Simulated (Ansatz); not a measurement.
Ansatz (an electronic-structure program) input:
A basis named .json is the Basis Set Exchange file of that set.

Ansatz 0.2 input:
```yaml
crystal:
  periodic: [false, false, false]
  atoms:
    - {symbol: C, position_ang: [0.01969800, -0.00797679, 0.73352803]}
    - {symbol: Cl, position_ang: [-0.01247615, 1.72980929, -0.06722393]}
    - {symbol: Cl, position_ang: [1.49955960, -0.85425955, -0.13592839]}
    - {symbol: Cl, position_ang: [-1.49403568, -0.87273440, -0.05573993]}
basis:
  gaussian:
    orbitals: cc-pV_D+d_Z.json
total_charge: -1
magnetization: {spin_polarized: false}
correlation: {method: ccsd_t, electrons: outside_noble_gas}
```

**Question.** Which total energy does the run end on?

**Answer.** -1416.96261 Eh (CCSD(T)/cc-pV(D+d)Z). The basis has 83 functions.

It need not be the lowest isomer of its formula. Whether it binds its extra electron was not tested at this geometry.
